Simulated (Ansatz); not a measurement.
The input, for Ansatz 0.2.0:

```yaml
crystal:
  periodic: [false, false, false]
  atoms:
    - {symbol: Al, position_ang: [0.000000, 0.000000, 2.058500]}
    - {symbol: Ga, position_ang: [0.000000, 0.000000, -0.249900]}
    - {symbol: H, position_ang: [0.000000, 0.000000, -1.808600]}
basis:
  gaussian: {orbitals: cc-pVDZ}
magnetization: {spin_polarized: false, initial_magnetization: 3}
correlation: {method: fci, electrons: outside_noble_gas}
```

```sh
$ ansatz run in.yaml --threads 2 --pin off --events-out ev --progress --plain --max-ram 24576MiB --backend cuda --devices 0, --max-vram 18GiB
```

Question: Roughly how long does this take on 2 threads of AMD EPYC 7R13 with a shared H100 80 GB, shared host, and how much host memory?

Answer: 26 s wall and 1.4 GiB.

```
946 factors; integrals over basis functions are off by at most 2.3e-7 eV
mean field evaluation 1: about -58929.2793 eV, gradient 6.3e0 eV
mean field evaluation 2: about -58929.2845 eV, gradient 6.3e0 eV
mean field evaluation 4: about -58930.1230 eV, gradient 1.2e0 eV
mean field evaluation 8: about -58930.2184 eV, gradient 2.9e-1 eV
mean field evaluation 16: about -58930.0543 eV, gradient 1.4e0 eV
mean field -58930.22394286 eV, -2165.6457855596 hartree, gradient 1.3e-6 eV, S^2 3.750000; 2 other end points of the search recorded, 0 dependent functions left out
mean field evaluation 32: about -58930.2717 eV, gradient 1.5e-1 eV
19 core orbitals not correlated: weight in the atoms' cores, before any rotation towards them, 0.998 or more for the frozen orbitals, at most 0.001 for the correlated occupied ones
reference -58930.22394286 eV, -2165.6457855596 hartree; 5, 2 occupied and 26, 29 virtual orbitals, 946 factors
state -58933.37767514 eV, -2165.7616830831 hartree
Total energy: -58933.37767514 eV, -2165.7616830831 hartree
```
